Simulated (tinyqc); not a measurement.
Coupled-perturbed Hartree-Fock on RHF in the sto-6g basis, for BH3, spin multiplicity 1, step by step. One step of it, computed by the program tinyqc.

Question. Response to a field: uncoupled start. Field along z; U_ai = -mu_ai / (e_a - e_i), alpha = -4 sum U_ai mu_ai.

orbital energies (hartree): MO1 -7.528957, MO2 -0.645592, MO3 -0.446721, MO4 -0.446704, MO5 0.237003, MO6 0.611864, MO7 0.685807, MO8 0.685867

dipole integrals <a|z|i> (bohr):
```
           i1         i2        i3        i4
a5   0.116534   0.812235  0.000000  0.000292
a6  -0.005765  -0.004522  0.000000  0.000125
a7   0.000018  -0.000009  0.000000  0.039539
a8   0.000000   0.000000  0.039541  0.000000
```

Give: uncoupled U; uncoupled polarisability.

Answer.

uncoupled U:
```
         i1       i2       i3       i4
a5  -0.0150  -0.9203   0.0000  -0.0004
a6   0.0007   0.0036   0.0000  -0.0001
a7   0.0000   0.0000   0.0000  -0.0349
a8   0.0000   0.0000  -0.0349   0.0000
```

uncoupled polarisability = 3.0081 bohr^3
